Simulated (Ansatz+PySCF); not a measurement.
Results of a calculation; reference values are marked as such.
Input for PySCF 2.14.0:

```python
from pyscf import gto, scf, cc

mol = gto.M(atom="""
C 0.000000 0.000000 0.000000
C 0.000000 0.000000 1.340000
""", basis='cc-pvdz', charge=0, spin=0)
mf = scf.UHF(mol)
mf.kernel()
mycc = cc.CCSD(mf, frozen=2).run()
et = mycc.ccsd_t()
print(mf.e_tot, mycc.e_corr, et, mycc.e_tot + et)
```

The script is written out from the run's settings.

Output:

* Converged: yes
* Reference energy: -75.37752 hartree
* CCSD correlation energy: -0.31586 hartree
* Triples correction: -0.02877 hartree
* Total energy: -75.72215 hartree
* Spin squared of the determinant: 0.000

This is not the lowest solution: another run reaches a determinant 3.12 eV lower. Caution: large amplitudes, a single reference is doubtful.
